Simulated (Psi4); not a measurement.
# One shape, several levels: C2H4B− (SMILES [BH3-]C#C)

Wanted: a comparison of 6 runs (HF/3-21G, M06-2X/pcseg-1, BB1K/6-31++G**, SCS-MP2/cc-pVDZ-F12, EOM-CC2/DZVP, CCSD/3-21G) of C2H4B−. 

Program for the calculation: Psi4 1.11.

4 further runs of the same task are left out: 2 that didn't finish, 2 set aside as unsound or not needed.

### 1 Starting point

The species is C2H4B− (7 atoms), meant as a singlet with charge -1. SMILES: `[BH3-]C#C`. Geometry: relaxed at GFN2-xTB.

Bond lengths: B1–C2 1.574 Å, C2–C3 1.205 Å, B1–H4 1.231 Å, B1–H5 1.231 Å, B1–H6 1.231 Å, C3–H7 1.061 Å. Angles: B1–C2–C3 179.6°, C2–B1–H4 109.5°, C2–B1–H5 109.5°, C2–B1–H6 109.4°, C2–C3–H7 179.9°, H4–B1–H5 109.4°, H4–B1–H6 109.5°, H5–B1–H6 109.5°.

### 2 The energy at HF/3-21G (run 1)

The input, job.json:

```json
{
  "schema_name": "qcschema_input",
  "schema_version": 1,
  "molecule": {
    "schema_name": "qcschema_molecule",
    "schema_version": 2,
    "symbols": ["B", "C", "C", "H", "H", "H", "H"],
    "geometry": [-1.44108625, 1.10872121, -0.47708026, 0.83455975, -0.65416649, 0.27453941, 2.58346348, -1.99163905, 0.85580027, -3.29415168, -0.19496304, -1.00522091, -0.84848703, 2.39524676, -2.32169862, -1.95975937, 2.50585243, 1.30827629, 4.1254611, -3.16905181, 1.36538382],
    "molecular_charge": -1,
    "molecular_multiplicity": 1,
    "fix_symmetry": "c1",
    "fix_com": true,
    "fix_orientation": true
  },
  "driver": "energy",
  "model": {
    "method": "hf",
    "basis": "3-21G"
  },
  "keywords": {
    "puream": true,
    "e_convergence": 1e-09,
    "d_convergence": 1e-08,
    "scf_type": "pk",
    "scf_properties": ["WIBERG_LOWDIN_INDICES", "QUADRUPOLE", "DIPOLE"]
  }
}
```

Launch:

```console
$ psi4 --qcschema job.json -n 1 --memory 1600MB
```

stdout:

```text
[...]
  Running in c1 symmetry.
[...]
  Nuclear repulsion =   51.234110011036833
[...]
  Multiplicity = 1
[...]
  Nalpha       = 11
  Nbeta        = 11
[...]
    Number of basis functions: 35
[...]
   @RHF iter   1:  -102.02954134453284   -1.10169e+00   9.36800e-03 ADIIS/DIIS
[...]
   @RHF iter  10:  -102.10766148430677   -1.33582e-12   5.36285e-09 DIIS
[...]
    Orbital Energies [Eh]
    ---------------------
    Doubly Occupied:
       1A    -10.949383     2A    -10.939165     3A     -7.264336
       4A     -0.805883     5A     -0.542515     6A     -0.478591
       7A     -0.277284     8A     -0.239962     9A     -0.239856
      10A     -0.152464    11A     -0.152457
[...]
  @RHF Final Energy:  -102.10766148430677
   => Energetics <=
    Nuclear Repulsion Energy =             51.2341100110368330
    One-Electron Energy =                -242.5997501333249886
    Two-Electron Energy =                  89.2579786379813669
    Total Energy =                       -102.1076614843067745
[...]
 Multipole Moments:
 ------------------------------------------------------------------------------------
     Multipole            Electronic (a.u.)      Nuclear  (a.u.)        Total (a.u.)
 ------------------------------------------------------------------------------------
 L = 1.  Multiply by 2.5417464519 to convert [e a0] to [Debye]
 Dipole X            :        -10.5500800           11.3257711            0.7756911
 Dipole Y            :          8.2002998           -8.7941429           -0.5938430
 Dipole Z            :         -3.4871410            3.7433774            0.2562363
 Magnitude           :                                                    1.0099521
 L = 2.  Multiply by 1.3450342976 to convert [e a0^2] to [Debye ang]
 Quadrupole XX       :       -107.7296434           87.0397407          -20.6899027
 Quadrupole XY       :         62.7942706          -61.5111868            1.2830838
[...]
```

The result, in JSON:

```text
{
 "driver": "energy",
 "model": {
  "method": "hf",
  "basis": "3-21G"
 },
 "success": true,
 "return_result": -102.10766148430677,
 "properties": {
  "calcinfo_nbasis": 35,
  "calcinfo_nmo": 35,
  "calcinfo_nalpha": 11,
  "calcinfo_nbeta": 11,
  "calcinfo_natom": 7,
  "nuclear_repulsion_energy": 51.23411001103683,
  "return_energy": -102.10766148430677,
  "scf_one_electron_energy": -242.599750133325,
  "scf_two_electron_energy": 89.25797863798137,
  "scf_dipole_moment": [0.775691119574649, -0.5938430281481963, 0.25623634152447794],
  "scf_total_energy": -102.10766148430677,
  "scf_iterations": 10
 }
}
```

Run time: 2.2 s. Hardware: 1 thread of Intel Xeon 6975P-C (Granite Rapids), shared host; peak memory 0.18 GiB.

### 3 A single-point energy at M06-2X/pcseg-1 (run 2)

The input, input.inp:

```
memory 1.6 GB

molecule system {
  -1 1
  B     -0.762590     0.586710    -0.252460
  C      0.441630    -0.346170     0.145280
  C      1.367110    -1.053930     0.452870
  H     -1.743190    -0.103170    -0.531940
  H     -0.449000     1.267510    -1.228590
  H     -1.037060     1.326040     0.692310
  H      2.183100    -1.676990     0.722530
  symmetry c1
}

set basis pcseg-1
set reference rks
set puream true
set e_convergence 1e-09
set d_convergence 1e-08
set scf_type pk
set dft_radial_points 99
set dft_spherical_points 590

energy('m06-2x')
```

Launch:

```console
$ psi4 input.inp input.out -n 1
```

input.out:

```text
[...]
  Running in c1 symmetry.
[...]
  Nuclear repulsion =   51.234109945090509
[...]
  Multiplicity = 1
[...]
  Nalpha       = 11
  Nbeta        = 11
[...]
    Number of basis functions: 62
[...]
   @RKS iter   1:  -103.09037530210398   -6.95181e-01   9.94105e-03 DIIS/ADIIS
[...]
   @RKS iter  11:  -103.36394869725612   -3.26850e-13   1.42688e-09 DIIS
[...]
    Orbital Energies [Eh]
    ---------------------
    Doubly Occupied:
       1A    -10.323295     2A    -10.317845     3A     -6.770971
       4A     -0.631415     5A     -0.432705     6A     -0.366983
       7A     -0.200589     8A     -0.179419     9A     -0.179341
      10A     -0.106405    11A     -0.106397
[...]
  @RKS Final Energy:  -103.36394869725612
   => Energetics <=
    Nuclear Repulsion Energy =             51.2341099450905091
    One-Electron Energy =                -243.4630236137335544
    Two-Electron Energy =                  96.8319082991305322
    DFT Exchange-Correlation Energy =      -7.9669433277436239
    Empirical Dispersion Energy =           0.0000000000000000
    VV10 Nonlocal Energy =                  0.0000000000000000
    Total Energy =                       -103.3639486972561201
[...]
 Multipole Moments:
 ------------------------------------------------------------------------------------
     Multipole            Electronic (a.u.)      Nuclear  (a.u.)        Total (a.u.)
 ------------------------------------------------------------------------------------
 L = 1.  Multiply by 2.5417464519 to convert [e a0] to [Debye]
 Dipole X            :          2.4324874           -1.1312279            1.3012595
 Dipole Y            :         -1.8868855            0.8850202           -1.0018653
 Dipole Z            :          0.8035287           -0.3733886            0.4301401
 Magnitude           :                                                    1.6976545
[...]
```

Run time: 18 s. Hardware: 1 thread of Intel Xeon 6975P-C (Granite Rapids), shared host; peak memory 1 GiB.

Runs 3 to 5 aren't shown in full; the table further down has their settings and results.

### 4 The energy at CCSD/3-21G (run 6)

The input, c2h4b.py:

```python
import psi4

psi4.set_memory('1600 MB')
psi4.set_num_threads(1)
psi4.core.set_output_file('output.dat', False)

m = psi4.geometry("""
-1 1
B     -0.762590     0.586710    -0.252460
C      0.441630    -0.346170     0.145280
C      1.367110    -1.053930     0.452870
H     -1.743190    -0.103170    -0.531940
H     -0.449000     1.267510    -1.228590
H     -1.037060     1.326040     0.692310
H      2.183100    -1.676990     0.722530
symmetry c1
no_reorient
no_com
""")

psi4.set_options(dict(puream=True, e_convergence=1e-09, d_convergence=1e-08, scf_type='pk', num_frozen_docc=3))

E, wfn = psi4.energy('ccsd/3-21G', molecule=m, return_wfn=True)
print('E =', round(E, 9))
```

Launch:

```console
$ python c2h4b.py
```

output.dat:

```text
[...]
  Running in c1 symmetry.
[...]
  Nuclear repulsion =   51.234109945090502
[...]
  Multiplicity = 1
[...]
  Nalpha       = 11
  Nbeta        = 11
[...]
    Number of basis functions: 35
[...]
   @RHF iter   1:  -102.02954134490568   -1.10169e+00   9.36800e-03 ADIIS/DIIS
[...]
   @RHF iter  10:  -102.10766148431186   -1.32161e-12   5.36285e-09 DIIS
[...]
    Orbital Energies [Eh]
    ---------------------
    Doubly Occupied:
       1A    -10.949383     2A    -10.939165     3A     -7.264336
       4A     -0.805883     5A     -0.542515     6A     -0.478591
       7A     -0.277284     8A     -0.239962     9A     -0.239856
      10A     -0.152464    11A     -0.152457
[...]
  @RHF Final Energy:  -102.10766148431186
   => Energetics <=
    Nuclear Repulsion Energy =             51.2341099450905020
    One-Electron Energy =                -242.5997499976228937
    Two-Electron Energy =                  89.2579785682205369
    Total Energy =                       -102.1076614843118620
[...]
 Multipole Moments:
 ------------------------------------------------------------------------------------
     Multipole            Electronic (a.u.)      Nuclear  (a.u.)        Total (a.u.)
 ------------------------------------------------------------------------------------
 L = 1.  Multiply by 2.5417464519 to convert [e a0] to [Debye]
 Dipole X            :        -10.5500801           11.3257712            0.7756911
 Dipole Y            :          8.2002999           -8.7941429           -0.5938430
 Dipole Z            :         -3.4871410            3.7433774            0.2562363
 Magnitude           :                                                    1.0099521
[...]
      * MP2 total energy                      = -102.353228758626727
[...]
      * CCSD total energy                     = -102.379517295964931
```

On the terminal:

```text
E = -102.379517296
```

Wall time 2.2 s (1 thread of Intel Xeon 6975P-C (Granite Rapids), shared host); peak memory 0.18 GiB.

### 5 Overview of the runs

```tsv
run	level	integration grid	Cartesian functions	energy (Eh)	HOMO energy (eV)	LUMO energy (eV)	HOMO–LUMO gap (eV)	wall time
1	HF/3-21G	–	no	-102.107661	-4.15	11.81	15.96	2.2 s
2	M06-2X/pcseg-1	99 radial × 590 angular	no	-103.363949	-2.90	6.94	9.84	18 s
3	BB1K/6-31++G** (DKH3, Cartesian functions)	75 radial × 302 angular	yes	-103.408989	-2.46	3.52	5.98	8.1 s
4	SCS-MP2/cc-pVDZ-F12	–	no	-103.143721	-4.60	4.15	8.75	13 s
5	EOM-CC2/DZVP (sfX2C)	–	no	-103.063407	-4.50	9.56	14.06	10 s
6	CCSD/3-21G	–	no	-102.379517	-4.15	11.81	15.96	2.2 s
```

### 6 Outcome

```
                                                    quantity          value
                                         run 6: total energy  -102.37952 Eh
                  run 6: HOMO energy (Hartree–Fock orbitals)       -4.15 eV
                  run 6: LUMO energy (Hartree–Fock orbitals)       11.81 eV
run 6: HOMO–LUMO gap (to an unbound level, set by the basis)       15.96 eV
          run 6: correlation energy (3 core orbitals frozen)     -271.9 mEh
                                        run 6: T1 diagnostic          0.012
```

Over runs 1, 2, 3 the HOMO–LUMO gap runs from 5.98 eV (BB1K/6-31++G**) to 15.96 eV (HF/3-21G). The two ends differ in method and basis and Hamiltonian. The empty levels of an anion lie above zero and hang on the basis. Totals of different functionals can't be ranked against each other. All runs together took 53 s, the longest 18 s.
